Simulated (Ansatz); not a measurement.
Relaxation of H3O2Si (6 atoms, charge 0, multiplicity 2), to a largest force component of 0.02 eV/Å in at most 50 steps.

Level of theory: UKS PBE0-D4/def2-SVP (Ansatz 0.2.0).

```xyz
6
Properties=species:S:1:pos:R:3:forces:R:3
O -1.023 -0.629 -0.232 -0.73 -1.12 1.61
Si 0.439 0.069 -0.519 -1.96 2.03 -8.08
O 1.249 -0.054 0.877 1.80 -1.51 3.69
H -1.666 -0.722 -0.926 -0.20 0.09 -0.37
H 2.110 0.265 0.507 0.69 0.09 1.16
H 0.761 -0.127 1.700 0.40 0.41 1.99
```

Q: Where does it end, and by what steps?

A: It converged. After 16 steps the energy has fallen by 2.273 eV; H4 moved furthest, 0.94 Å. The start is strongly strained (largest force component 8 eV/Å).

```tsv
step	energy less start (eV)	largest force component (eV/Å)	accepted
0	0.0000	8.083	yes
1	-0.9175	4.630	yes
2	-1.6527	1.304	yes
3	-1.9380	1.467	yes
4	-2.1062	0.526	yes
5	-2.1545	0.396	yes
6	-2.1863	0.291	yes
7	-2.1859	0.364	no
8	-2.2090	0.174	yes
9	-2.2226	0.395	yes
10	-2.2450	0.608	yes
11	-2.2569	0.400	yes
12	-2.2684	0.220	yes
13	-2.2724	0.055	yes
14	-2.2724	0.084	no
15	-2.2731	0.024	yes
16	-2.2734	0.009	yes
```

```xyz
6
Properties=species:S:1:pos:R:3
O -0.821 -0.783 -0.270
Si 0.518 -0.198 -1.192
O 1.485 -0.193 0.767
H -1.553 -0.161 -0.185
H 1.567 0.701 1.128
H 0.672 -0.564 1.159
```

Whether the end is a true minimum wasn't checked by a vibrational analysis.

Time of the run: 56 s on 1 thread of Intel(R) Xeon(R) Platinum 8488C (Sapphire Rapids), on a shared host, peak memory 0.15 GiB.
